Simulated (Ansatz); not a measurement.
Cost and result up the ladder for the cluster Mg2H2 (4 atoms). The state is a singlet with charge 0. Geometry: PBE-D4/def2-TZVP.

Cartesian coordinates in Å:
```
Mg 1.314 0.513 0.302
Mg -1.313 -0.516 -0.302
H 2.892 1.135 0.666
H -2.893 -1.132 -0.665
```

Ansatz on 4 threads of Arm Neoverse V1 on a shared host. Times are rough, and most runs start from the orbitals of an earlier one. r2SCAN0-D4/def2-TZVP serves as the yardstick here, not as an exact answer. Differences are given only for rows in sets of like size (and for xTB, whose basis is part of the method), since another set adds its own error. Binding counts from free atoms at the same level (Mg singlet, H doublet; other spins of the atoms weren't run), without zero-point energy or a counterpoise term.

HSE06 is defined as in plane-wave codes, on full-range PBE exchange. Correlated methods freeze 2 core orbitals; core or outer-core shells of Mg are correlated, in sets that lack core-valence functions. The structure comes from a short search, and lower isomers may exist.

Correlated methods converge slowly with the basis.

```
                         level  functions  wall time  binding energy per atom (eV)  difference from r2SCAN0-D4/def2-TZVP (eV)
                     HF/STO-3G         20     0.05 s                          1.77                                          –
               PBE-D4/def2-SVP         46     0.25 s                          1.19                                          –
                 MP2/def2-TZVP         76     0.25 s                          1.04                                      -0.19
              PBE0-D4/def2-SVP         46      0.3 s                          1.19                                          –
             BLYP-D4/def2-TZVP         76      0.4 s                          1.16                                      -0.07
PBE-D4/def2-TZVP (with forces)         76     0.45 s                          1.17                                      -0.07
            PBE0-D4/def2-TZVPD         88     0.55 s                          1.18                                      -0.06
            HSE06-D4/def2-TZVP         76     0.55 s                          1.18                                      -0.06
             PBE0-D4/def2-TZVP         76      0.6 s                          1.18                                      -0.06
           r2SCAN-D4/def2-TZVP         76      0.9 s                          1.25                                       0.02
          r2SCAN-D4/def2-TZVPD         88      1.1 s                          1.25                                       0.02
          r2SCAN0-D4/def2-TZVP         76      1.1 s                          1.23                                       0.00
            CCSD(T)/def2-TZVPD         88        2 s                          1.11                                      -0.13
            CCSD(T)/def2-TZVPP         92      2.3 s                          1.15                                      -0.09
```
